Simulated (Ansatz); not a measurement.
# CH3FO: the cost of one run

All numbers are computed with Ansatz 0.2.0, driven from Python. Level of theory: r2SCAN0/def2-SVP.

### 1 The structure

Bond lengths: O1–C2 1.393 Å, C2–F3 1.370 Å, O1–H4 0.998 Å, C2–H5 1.104 Å, C2–H6 1.087 Å. Angles: O1–C2–F3 107.0°, O1–C2–H5 108.2°, O1–C2–H6 110.5°, F3–C2–H5 110.2°, F3–C2–H6 109.1°, H5–C2–H6 111.9°, C2–O1–H4 97.7°.

The script holds or builds the structure itself.

### 2 The script

Input file bend.py:

```python
import ansatz
from ase import Atoms


def main() -> None:
    atoms = Atoms(['O', 'C', 'F', 'H', 'H', 'H'], positions=[
        (-0.531, -0.8601, -0.4915),
        (0.3116, 0.0063, 0.2021),
        (-0.222, 1.2624, 0.0859),
        (-1.1787, -0.1781, -0.824),
        (1.3083, -0.029, -0.2721),
        (0.3539, -0.2655, 1.2535),
    ])

    first = (
        ansatz.Crystal.molecule_from_ase(atoms).calculation()
        .basis(gaussian='def2-SVP')
        .functional('r2scan0')
        .relax(force_tolerance=0.02, max_steps=80)
    )
    atoms.positions = first.run(threads=1).report['positions_ang']

    rows = []
    for angle in [90, 100, 110, 120, 135, 150, 165, 179]:
        bent = atoms.copy()
        bent.set_angle(1, 0, 3, angle, indices=[3])
        model = (
            ansatz.Crystal.molecule_from_ase(bent).calculation()
            .basis(gaussian='def2-SVP')
            .functional('r2scan0')
        )
        rows.append((angle, model.run(threads=1).report['free_energy_ev']))
    floor = min(e for _, e in rows)
    for angle, e in rows:
        print(f'angle C1-O0-H3 = {angle:3d} deg   {1000 * (e - floor):9.1f} meV')


if __name__ == '__main__':
    main()
```

### 3 The calls as engine input

The package turns the script's settings into the engine's input (first run):

```yaml
crystal:
  periodic: [false, false, false]
  atoms:
    - { symbol: O, position_ang: [-0.531, -0.8601, -0.4915] }
    - { symbol: C, position_ang: [0.3116, 0.0063, 0.2021] }
    - { symbol: F, position_ang: [-0.222, 1.2624, 0.0859] }
    - { symbol: H, position_ang: [-1.1787, -0.1781, -0.824] }
    - { symbol: H, position_ang: [1.3083, -0.029, -0.2721] }
    - { symbol: H, position_ang: [0.3539, -0.2655, 1.2535] }
basis:
  gaussian:
    orbitals: def2-SVP
hamiltonian:
  xc: r2scan0
relax:
  f_tol: 0.02
  max_steps: 80
```

### 4 Launch

On the command line:

```console
$ python bend.py
```

Q: Estimate wall time and peak memory on 1 thread of Intel Xeon 6975P-C (Granite Rapids), shared host.

About 20 s, with a peak of 0.21 GiB.
